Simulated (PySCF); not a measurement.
## SOF4 at several levels of theory

All levels use the PBE0 minimum (singlet; S–F 1.546 Å (×2), S–F 1.599 Å (×2), S–O 1.409 Å; F–S–F 85.7° (×4), F–S–F 112.7°, F–S–F 164.5°, F–S–O 97.7° (×2), F–S–O 123.6° (×2)), basis [S def2-TZVP, O def2-TZVP, F def2-TZVP], no relativity, density fitting, no spin–orbit coupling, PySCF. For vertical energies the ionised species is a doublet (spins chosen at PBE0 and kept) and the electron-attached one a doublet. Atomisation goes to high-spin ground-configuration atoms, without zero-point energy. Open shells are unrestricted, also as the reference of the correlated levels. A dash marks a value that was not computed or is not defined at that level.

```csv
level,atomisation (kJ/mol),vertical IP (eV),vertical EA (eV),−ε(HOMO) (eV),gap (eV),dipole (D)
PBE0,1743,13.10,-1.44,10.43,9.34,1.23
HF,?,?,?,?,?,?
MP2,1833,13.74,-1.98,–,–,–
PBE,1900,12.63,-1.40,8.49,6.10,1.19
r2SCAN,?,?,?,?,?,?
B3LYP,1693,13.14,-1.26,10.15,8.61,1.23
TPSSh,1717,12.83,-1.49,9.39,7.68,1.20
```

Question: Fill in the row of HF.

Answer: atomisation (kJ/mol) 800, vertical IP (eV) 12.20, vertical EA (eV) -2.54, −ε(HOMO) (eV) 15.30, gap (eV) 19.37, dipole (D) 1.39.

Question: Fill in the row of r2SCAN.

Answer: atomisation (kJ/mol) 1809, vertical IP (eV) 12.84, vertical EA (eV) -1.49, −ε(HOMO) (eV) 8.95, gap (eV) 6.90, dipole (D) 1.23.

Without diffuse functions attachment energies tend to come out too low.
